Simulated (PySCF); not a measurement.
methanethiol (CH₄S), SMILES SC. Atoms are numbered in the order given.

```xyz
6

C      0.0198     1.1571     0.0000
S     -0.0868    -0.6628     0.0000
H      0.5214     1.5239     0.8930
H     -1.0064     1.5205     0.0000
H      0.5214     1.5239    -0.8930
H      1.2339    -0.9056     0.0000
```

The structure is a stationary point at B3LYP-D3(BJ)/def2-TZVP.

Method: r2SCAN/def2-TZVPD in PySCF.

Symmetry labels are those of the subgroup Cs that the program uses (full group Cs).

### Question
List the valence orbital energies around the gap with their symmetry. (The exact figures need the calculation; the answer reports its results.)

### Answer

```tsv
orbital	symmetry	energy (eV)
HOMO−7	A"	-157.30
HOMO−6	A'	-20.28
HOMO−5	A'	-16.69
HOMO−4	A'	-11.50
HOMO−3	A"	-10.92
HOMO−2	A'	-9.97
HOMO−1	A'	-8.42
HOMO	A"	-5.83
LUMO	A'	-0.27
LUMO+1	A'	0.44
LUMO+2	A'	1.36
LUMO+3	A'	1.53
```
